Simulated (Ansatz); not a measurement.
A made-up structure of Al₂H₃F, closed shell:

F1  (-0.781, -1.666, 1.312)
Al2  (-0.421, -0.936, -0.187)
Al3  (0.438, 0.969, 0.111)
H4  (-0.657, -1.514, -1.623)
H5  (0.807, 1.732, -1.265)
H6  (0.614, 1.416, 1.652)
(Å)

It is relaxed with PBE-D4/def2-SVP and then PBE0-D4/def2-TZVP (Ansatz 0.2.0). Atoms count as bonded within 1.22 times the sum of their covalent radii (H–H: 0.88 Å). The end point is not checked to be a true minimum.

**Question.** Does its bonding change? (A judgement: the text doesn't fix the answer.)

**Answer.** Computed: No: no bond forms or breaks.

Where it ends: The first stage lowers the energy by 1.54 eV in 8 steps. It ends as Al₂H₃F ([F][AlH][AlH2]):
```xyz
6
angstrom
F -1.8069 -1.5176 0.7260
Al -0.4785 -1.1736 -0.2084
Al 0.5529 1.1777 0.1482
H -0.0371 -2.3467 -1.1874
H 0.0728 2.4328 -0.7060
H 1.6969 1.4273 1.2276
```

Labels in which every atom is bracketed show which atoms are joined, not bond orders.

For scale, one of the runs: PBE0-D4/def2-TZVP relaxation, 123 basis functions, launched by `ansatz run in.yaml --threads 2 --pin off --events-out ev --progress --plain --max-ram 4352MiB`. Hardware: 2 CPU threads of an Intel Xeon Platinum 8259CL, shared host. Wall time about 44 s.
